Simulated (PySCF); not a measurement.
Breaking a bond: C₂H₂, SMILES C#C. The C1–H4 bond (C1 also carries C; H4 carries nothing else) is varied alone, starting from the PBE0/def2-TZVP optimised geometry.

Levels: UKS-BHandHLYP = PySCF with unrestricted BHandHLYP/cc-pVDZ; RKS-LDA (SVWN5) = PySCF with restricted LDA (SVWN5)/cc-pVDZ; RKS-BHandHLYP = PySCF with restricted BHandHLYP/cc-pVDZ.

Magnitude of the dipole moment (D; its direction can reverse along the curve, and a method can change to another solution) and Mulliken charge of the fragment that holds C1:

```csv
R / Å,μ UKS-BHandHLYP,q UKS-BHandHLYP,μ RKS-LDA (SVWN5),q RKS-LDA (SVWN5),μ RKS-BHandHLYP,q RKS-BHandHLYP
0.80,0.29,0.28,0.29,0.26,0.29,0.28
0.85,0.24,0.21,0.24,0.19,0.24,0.21
0.91,0.17,0.13,0.17,0.11,0.17,0.13
0.95,0.13,0.08,0.13,0.07,0.13,0.08
0.99,0.08,0.04,0.08,0.03,0.08,0.04
1.02,0.05,0.02,0.05,0.01,0.05,0.02
1.06,0.01,-0.02,0.01,-0.02,0.01,-0.02
1.10,0.04,-0.05,0.04,-0.05,0.04,-0.05
1.14,0.08,-0.07,0.08,-0.07,0.08,-0.07
1.17,0.11,-0.09,0.11,-0.09,0.11,-0.09
1.24,0.19,-0.12,0.19,-0.12,0.19,-0.12
1.32,0.27,-0.15,0.27,-0.14,0.27,-0.15
1.45,0.41,-0.18,0.40,-0.17,0.41,-0.18
1.60,0.55,-0.20,0.54,-0.18,0.55,-0.20
1.77,0.71,-0.21,0.68,-0.19,0.71,-0.21
1.94,0.65,-0.18,0.80,-0.19,0.85,-0.21
2.11,0.42,-0.14,0.90,-0.18,0.98,-0.21
2.33,0.09,-0.09,1.02,-0.17,1.14,-0.20
2.62,0.26,-0.04,1.15,-0.16,1.32,-0.19
2.91,0.50,-0.02,1.26,-0.15,1.49,-0.18
3.23,0.64,-0.01,—,—,1.67,-0.17
3.72,0.72,0.00,—,—,1.94,-0.16
```

Dashes: no converged value, or the column stops at the first point that the program doubted or that broke a chosen test of continuity, which isn't proof of a fault.

The unrestricted determinant behind UKS-BHandHLYP is spin-contaminated at 1.94 to 3.72 Å (<S²> up to 1.0, against 0.00 for a pure singlet). The restricted form behind RKS-LDA (SVWN5), RKS-BHandHLYP keeps the bonding electrons paired and can't separate into open-shell fragments. At the longest distance RKS-BHandHLYP leaves fractional charges on the fragments, a sign of delocalisation error or of the restricted form.
